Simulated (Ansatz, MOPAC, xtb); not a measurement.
Barrier height from H + N2 to the transition structure HN2, without zero-point energy, on the benchmark's geometries as Psi4's copy of the set gives them.
Transition structure (charge 0, multiplicity 2):
```xyz
3

N      0.0000     0.0000     0.0000
N      1.1228     0.0000     0.0000
H      1.7843     1.2684     0.0000
```

Open shells are unrestricted; no spin–orbit coupling.

Correlated levels freeze the cores. CBS(a, b) extrapolates the correlation energy as X⁻³ and adds the Hartree–Fock energy of set b. The state that PM3 reach isn't checked.

Run with Ansatz (Gaussian orbitals); MOPAC for PM3 (differences of heats of formation); xtb for the GFN methods. Values without a source in brackets are computed. The GFN methods have no spin term and hold the electronic entropy of 300 K.

```
level                                  barrier height (kJ/mol)
-------------------------------------  -----------------------
PM3                                                       -8.1
GFN2-xTB                                                 -90.9
HF/aug-cc-pVDZ                                            93.1
B97M-V/def2-TZVPPD                                        38.2
wB97M-V/def2-TZVPPD                                       53.5
MP2/cc-pVDZ                                              120.7
SCS-MP2/aug-cc-pVQZ                                      118.0
CCSD/aug-cc-pVTZ                                             ?
CCSD(T)/CBS(aug-cc-pVTZ, aug-cc-pVQZ)                        ?
```

**Question.** Some entries are withheld; supply them.

**Answer.** 
- CCSD/aug-cc-pVTZ, barrier height (kJ/mol): 63.3
- CCSD(T)/CBS(aug-cc-pVTZ, aug-cc-pVQZ), barrier height (kJ/mol): 60.5

Doubts at one or more of the structures used: a spin-contaminated determinant (SCS-MP2/aug-cc-pVQZ, CCSD/aug-cc-pVTZ, CCSD(T)/CBS(aug-cc-pVTZ, aug-cc-pVQZ)).

Ansatz is a first-principles code.
